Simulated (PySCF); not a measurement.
**MgF from Hartree–Fock to correlated methods**

State: ²Σ⁺ (doublet), unpaired electrons σ ↑. Set-up: Mg aug-pcseg-1, F aug-pcseg-1; no relativity (PySCF 2.14). De refers to Mg + F in their high-spin ground configurations, without counterpoise correction. The functionals are run spin-unrestricted. A positive dipole means Mg(−)F(+).

```csv
Level,Re (Å),ωe (cm⁻¹),De (eV),μ (D)
UHF,1.762,740,3.60,-3.26
UHF-MP2,1.793,691,5.15,n/a
UHF-SCS-MP2,1.791,694,4.88,n/a
UHF-CCSD,1.786,704,4.45,n/a
UHF-CCSD(T),1.789,697,4.51,n/a
LDA,1.774,695,5.32,-3.35
PBE,1.799,667,4.73,-3.30
PBEsol,1.789,678,4.97,-3.29
revPBE,1.809,656,4.58,-3.28
r²SCAN,1.781,700,4.86,-3.28
PBE0,1.779,700,4.55,-3.32
HSE06,1.779,699,4.55,-3.34
```

Problem. Which functional lies closest to UHF-CCSD(T) in De, which farthest, and by how much do they differ from it?

Solution. Closest is PBE0 (-1.0 pm in Re, +0.4 % in ωe, +0.04 eV in De against UHF-CCSD(T) in the same basis), farthest LDA (-1.5 pm in Re, -0.3 % in ωe, +0.81 eV in De). CCSD(T) converges more slowly with the basis than the functionals do and binds too weakly in this one, so the order can change at the basis-set limit.

Problem. What does a quarter of exact exchange do here, going from PBE to PBE0?

Solution. PBE0 less PBE: -2.0 pm in Re, +4.9 % in ωe, -0.18 eV in De. Exact exchange removes part of the self-interaction that spreads semilocal densities, and in most molecules shortens and stiffens the bond and lowers De; so it does here.

Problem. What does the step from GGA to meta-GGA do here, going from PBE to r²SCAN?

Solution. r²SCAN less PBE: -1.8 pm in Re, +4.9 % in ωe, +0.13 eV in De. 

Correlated steps freeze 2 core orbitals. Correlated levels converge slowly with the basis: in double zeta they bind strong bonds too weakly, by up to about 1 eV, and carry superposition errors of some tenths. The state is the lowest determinant that a PBE0 search found; another state may lie lower at other levels.
